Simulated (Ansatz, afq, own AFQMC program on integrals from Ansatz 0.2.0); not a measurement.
Integrals from Ansatz 0.2.0, then the random walk in our own AFQMC program (afq).

```yaml
crystal:
  periodic: [false, false, false]
  atoms:
    - {symbol: C, position_ang: [-1.648923, -0.831530, 1.267046]}
    - {symbol: C, position_ang: [-1.170373, -1.579566, 0.265780]}
    - {symbol: Si, position_ang: [0.097732, -0.962302, -0.960516]}
    - {symbol: N, position_ang: [0.307082, 0.775793, -0.870288]}
    - {symbol: Si, position_ang: [1.527236, 1.692902, -0.073695]}
    - {symbol: Cl, position_ang: [0.961189, 2.280588, 1.846886]}
    - {symbol: H, position_ang: [-2.390269, -1.214984, 1.977209]}
    - {symbol: H, position_ang: [-1.310225, 0.198416, 1.428998]}
    - {symbol: H, position_ang: [-1.540860, -2.609028, 0.161508]}
    - {symbol: H, position_ang: [-0.334581, -1.335693, -2.343365]}
    - {symbol: H, position_ang: [1.438282, -1.567968, -0.697425]}
    - {symbol: H, position_ang: [-0.478218, 1.319078, -1.223824]}
    - {symbol: H, position_ang: [2.741180, 0.848961, 0.064775]}
    - {symbol: H, position_ang: [1.787850, 2.955934, -0.814288]}
basis:
  gaussian: {orbitals: def2-SVP}
magnetization: {spin_polarized: false}
correlation: {method: ccsd_t, electrons: outside_noble_gas, hamiltonian_folder: ham}
```

```sh
$ ansatz run in.yaml --threads 1 --pin off --events-out ev --progress --plain --max-ram 24576MiB --backend cuda --devices 0, --max-vram 18GiB
```

afq runs on the folder ham with

```
--method phaseless --trial cisd --walkers 1400 --populations 20 --least-time 60 --time-step 0.005 --steps-per-block 50 --equilibration-blocks 28 --max-blocks 4000 --target-error 0.00036 --factor-cut 1e-05 --seed 4180 --release-times 0.21,0.42,0.63,0.9 --release-step 0.03 --release-every 5 --taylor-order 6
```

Times are imaginary, in 1/Eh. The walk had a cap of 365 s. With eight or more populations the least sampling time is a fifth of least-time, and the error comes from their spread.

Log:

```
orbitals 118  electrons 18 18  factors 995 of 1338
reference energy -1171.87326346 Eh
CCSD correlation -0.83289378 Eh in 11 cycles, weight of the determinant in the CISD state 0.7346
energy of the start -1172.706152 Eh
 block  time / (1/Eh)  mean weight  energy / Eh
     1     0.250  0.9987  -1172.659655
     2     0.500  1.0004  -1172.676206
     3     0.750  1.0004  -1172.697665
     4     1.000  1.0011  -1172.708467
     5     1.250  1.0001  -1172.719014
     9     2.250  1.0002  -1172.729195
    21     5.250  1.0004  -1172.735696
    37     9.250  0.9999  -1172.732327
    53    13.250  0.9993  -1172.731974
    69    17.250  1.0017  -1172.734438
    85    21.250  1.0001  -1172.730952
    89    22.250  1.0009  -1172.726055
   101    25.250  1.0002  -1172.730342
   113    28.250  1.0003  -1172.740919
   117    29.250  0.9997  -1172.730851
   133    33.250  1.0006  -1172.735754
   149    37.250  1.0004  -1172.728352
   161    40.250  1.0006  -1172.728787
error from the spread of 20 populations
released: time / (1/Eh)  energy / Eh  error  mean overlap
  0.21  -1172.734348  0.000881  0.9952
  0.42  -1172.735499  0.000689  0.9843
  0.63  -1172.735557  0.000850  0.9843
  0.90  -1172.734968  0.001199  0.9838
energy -1172.733484 +/- 0.000541 Eh
(rows thinned)
```

The run passed its tests (sampling time, drift between the halves within three errors, error under three times the target), which doesn't prove that it has relaxed, ending at its cap on processor time.

Against this walk (error 14.7 meV) on the same determinant: CCSD(T) 68.1 meV higher. The error is statistical and leaves out the bias of the constraint. Released to 0.63 1/Eh the energy lies 56 ± 27 meV (both errors) below the phaseless value, which shows part or all of the bias of the constraint, and CCSD(T) lies 124.6 meV above the released value.

Cautions: constraint bias not in the error; error above the target (14.7 against 9.8 meV).

The walk took 6.1 min on 1 × NVIDIA H100 80GB HBM3 with 2 threads of AMD EPYC 7R13 Processor (Zen 3), on a shared host (the card was shared). The log's last line is the phaseless energy.
